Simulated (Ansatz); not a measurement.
A nudged elastic band was laid between two geometries of CH4O + H (7 atoms, charge 0, multiplicity 2).

Theory: UKS PBE0/def2-SVP (Ansatz 0.2.0).

```
movable images  : 7
climbing image  : yes
spring          : 5.0 eV/Å²
optimiser       : quadratic models (default)
start path      : through a guess of the saddle point
force threshold : 0.05 eV/Å
iteration limit : 60
end points      : relaxed
```

Initial state:

```xyz
7
Properties=species:S:1:pos:R:3
H -0.549 -0.324 -0.157
C 0.378 -0.241 0.445
O 1.294 0.678 -0.072
H -2.944 -0.404 -2.076
H 0.858 -1.231 0.441
H 0.082 -0.024 1.491
H 0.881 1.546 -0.072
```

Final state:

```xyz
7
Properties=species:S:1:pos:R:3
H -1.516 -0.078 -1.422
C 0.959 -0.261 0.884
O 0.623 0.372 -0.265
H -2.216 -0.132 -1.720
H 1.133 -1.331 0.763
H 0.593 0.134 1.838
H 0.425 1.296 -0.077
```

(1) What changes between the two ends?

(2) Give the energies along the band, and the barrier.

(3) What is the geometry of the highest image?

(4) What are the harmonic wavenumbers there?

Answers

(1) Bonds broken: H1–C2. Bonds formed: H1–H4. CH4O + H becomes CH3O + H2.

(2) The run converged. The highest image is number 3 of 0 to 8, 4.8 kcal/mol above the first end and 10.4 kcal/mol above the last; the last end lies 5.7 kcal/mol below the first. A vibrational analysis at the climbing image gives one clearly imaginary mode, 1107i cm⁻¹: a first-order saddle point.

```tsv
image	path coordinate (Å)	energy (kcal/mol)	H1–C2 (Å)	H1–H4 (Å)
0	0.00	0.0	1.11	3.07
1	0.61	0.1	1.11	2.41
2	1.21	1.1	1.11	1.75
3	1.82	4.8	1.33	0.98
4	2.43	-2.8	2.05	0.77
5	3.04	-4.8	2.56	0.77
6	3.65	-4.9	2.85	0.76
7	4.26	-5.6	3.14	0.76
8	4.87	-5.7	3.39	0.76
```

(3) 
```xyz
7
Properties=species:S:1:pos:R:3:forces:R:3
H -0.869 -0.330 -0.480 0.01 0.00 0.00
C 0.214 -0.242 0.292 -0.01 0.00 0.01
O 1.119 0.648 -0.210 0.01 0.00 0.00
H -1.658 -0.365 -1.064 0.00 0.00 0.00
H 0.618 -1.262 0.257 0.00 0.00 0.00
H -0.216 0.007 1.278 0.00 0.00 0.00
H 0.792 1.544 -0.073 0.00 0.00 0.00
```

(4) 1107i, 301, 387, 567, 1082, 1105, 1210, 1267, 1270, 1378, 1476, 1534, 3053, 3189, 3885 cm⁻¹.

The run took 2.2 min on 1 thread of Arm Neoverse V2 (shared host), peak memory 0.11 GiB.
